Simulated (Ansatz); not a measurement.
Body-centred tetragonal In, treated with PBEsol (plane waves, PAW; Ansatz, a first-principles code).

Settings: plane-wave cutoff 520 eV, 24×24×24 k mesh, Fermi–Dirac smearing 0.05 eV, scalar-relativistic PAW data made under PBE.

Cell (relaxed at this level):

```cif
data_In2
_chemical_formula_sum 'In2'
_space_group_name_H-M_alt 'I4/mmm'
_space_group_IT_number 139
_space_group_name_Hall '-I 4 2'
_cell_length_a 3.22155
_cell_length_b 3.22155
_cell_length_c 4.92343
_cell_angle_alpha 90.000
_cell_angle_beta 90.000
_cell_angle_gamma 90.000
loop_
_atom_site_label
_atom_site_type_symbol
_atom_site_symmetry_multiplicity
_atom_site_Wyckoff_symbol
_atom_site_fract_x
_atom_site_fract_y
_atom_site_fract_z
_atom_site_occupancy
In1 In 2 a 0.00000 0.00000 0.00000 1
```
(The calculation used a cell of 1 atom; values per cell refer to that cell.)

**Question.** Give the computed bulk modulus and pressure derivative B′ of the bulk modulus.

**Answer.** 
bulk modulus: 44.9 GPa
pressure derivative B′ of the bulk modulus: 5.1

The run finds no gap.

Measured, for comparison: bulk modulus 44.7 GPa (copied from a table, unchecked, extrapolated to 0 K and zero-point effects removed; as tabulated in Lejaeghere et al. (2013), arXiv:1204.2733). Computed (rounded) less measured: bulk modulus not scored (unchecked).

Note: the bulk modulus comes from volumes at which shape and atoms were relaxed.

Spin–orbit coupling is not included.

Computed values are for the static lattice.

It cost about 4 core-minutes (a rough figure) of CPU time.
